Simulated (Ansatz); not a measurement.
Basis-set extrapolation for CH₃O− (`C[O-]`) (PBE0-D4/def2-TZVPD geometry, frozen core, Ansatz). Multiplicity 1, RHF reference.

```json
{"": "HF", "def2-TZVPPD": "-114.458743", "def2-QZVPPD": "-114.463742"}
{"": "MP2 correlation", "def2-TZVPPD": "-0.445909", "def2-QZVPPD": "-0.475909"}
{"": "CCSD(T) correlation", "def2-TZVPPD": "-0.475074", "def2-QZVPPD": "-0.502236"}
```

Energies in hartree. Use E(X) = E(∞) + A·exp(−7.88·√X) for Hartree–Fock and E(X) = E(∞) + B·X^(−2.97) for correlation, with X = 3 and 4.

**Question.** What is the CCSD(T) energy at the basis-set limit?

**Answer.** HF limit: -114.463742 + (-0.004999) × 0.13774 = -114.46443. Correlation limit: -0.502236 + (-0.027162) × 0.74074 = -0.52236. Total: -114.98679 hartree, 33.2 kcal/mol below CCSD(T)/def2-TZVPPD.
